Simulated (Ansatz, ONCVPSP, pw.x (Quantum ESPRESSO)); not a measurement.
# pw.x on diamond B: one setting changed

Potential: optimised norm-conserving Vanderbilt (ONCV), ONCVPSP 4.0.1, PBEsol; core [He], reference 2s2 2p1; waves: 2s: rc 1.70 bohr, ncon 4, nbas 9, qcut 5 1/bohr, 2 projectors, debl 3.1 Ha; 2p: rc 1.70 bohr, ncon 4, nbas 9, qcut 6.6 1/bohr, local; d scattering state at 0.11 Ha: rc 1.85 bohr, ncon 3, nbas 7, qcut 4.5 1/bohr, 2 projectors, debl 2.5 Ha; local part: the p channel; core correction: polynomial model core, fcfact 0.2.

The reference run (k-mesh 11³, cutoffs 50/200 Ry, Fermi–Dirac 0.01 Ry, mixing_beta 0.4, conv_thr 1e-9, no spin) gives -0.46 GPa at 8.196 Å³/atom, where all-electron LAPW gives 0.07 GPa. This run, with its own iteration cap, changes degauss to 0.02.

```
&control
  calculation='scf', prefix='x', pseudo_dir='./', outdir='./tmp', tstress=.true., disk_io='none'
/
&system
  ibrav=0, nat=2, ntyp=1, ecutwfc=50, ecutrho=200, nbnd=10,
  occupations='smearing', smearing='fd', degauss=0.02
/
&electrons
  conv_thr=1e-09, mixing_beta=0.4, electron_maxstep=70
/
ATOMIC_SPECIES
B 1.0 B.UPF
CELL_PARAMETERS angstrom
  0.00000000 2.01620173 2.01620173
  2.01620173 0.00000000 2.01620173
  2.01620173 2.01620173 0.00000000
ATOMIC_POSITIONS crystal
B 0.0000 0.0000 0.0000
B 0.2500 0.2500 0.2500
K_POINTS automatic
11 11 11 0 0 0
```

```bash
pw.x < B.scf.in > B.scf.out
```

Q: How does the run end?

A: It converges in 7 iterations; the free energy moves by -41.4 meV/atom and the pressure by +0.62 GPa. In a metal, with Fermi–Dirac smearing, F lies below its zero-width value by a term in the square of the width.

```
Message from routine setup:
     using ibrav=0 with symmetry is DISCOURAGED, use correct ibrav instead
     lattice parameter (alat)  =       5.3883  a.u.
     unit-cell volume          =     110.6187 (a.u.)^3
     number of electrons       =         6.00
     number of Kohn-Sham states=           10
     kinetic-energy cutoff     =      50.0000  Ry
     charge density cutoff     =     200.0000  Ry
     scf convergence threshold =      1.0E-09
     Exchange-correlation= PBESOL
     number of k points=    56  Fermi-Dirac smearing, width (Ry)=  0.0200
     iteration #  1     ecut=    50.00 Ry     beta= 0.40
     total energy              =     -12.14029478 Ry
     estimated scf accuracy    <       0.03887826 Ry
     iteration #  2     ecut=    50.00 Ry     beta= 0.40
     total energy              =     -12.13681334 Ry
     estimated scf accuracy    <       0.00996923 Ry
     iteration #  3     ecut=    50.00 Ry     beta= 0.40
     total energy              =     -12.13760534 Ry
     estimated scf accuracy    <       0.00003565 Ry
     iteration #  4     ecut=    50.00 Ry     beta= 0.40
     total energy              =     -12.13761139 Ry
     estimated scf accuracy    <       0.00000028 Ry
     iteration #  5     ecut=    50.00 Ry     beta= 0.40
     total energy              =     -12.13761144 Ry
     estimated scf accuracy    <          9.2E-09 Ry
     iteration #  6     ecut=    50.00 Ry     beta= 0.40
     total energy              =     -12.13761144 Ry
     estimated scf accuracy    <          1.4E-09 Ry
     iteration #  7     ecut=    50.00 Ry     beta= 0.40
     the Fermi energy is     6.6000 ev
!    total energy              =     -12.13761144 Ry
     estimated scf accuracy    <          2.4E-12 Ry
     smearing contrib. (-TS)   =      -0.01562314 Ry
     The total energy is F=E-TS. E is the sum of the following terms:
     one-electron contribution =       5.27264707 Ry
     hartree contribution      =       0.58951237 Ry
     xc contribution           =      -5.25965862 Ry
     ewald contribution        =     -12.72448912 Ry
     convergence has been achieved in   7 iterations
          total   stress  (Ry/bohr**3)                   (kbar)     P=        1.55
     Message from routine punch:
     Nothing written, as per user request (disk_io='none')
```

The run took about 3.8 s on one core of a shared server CPU.
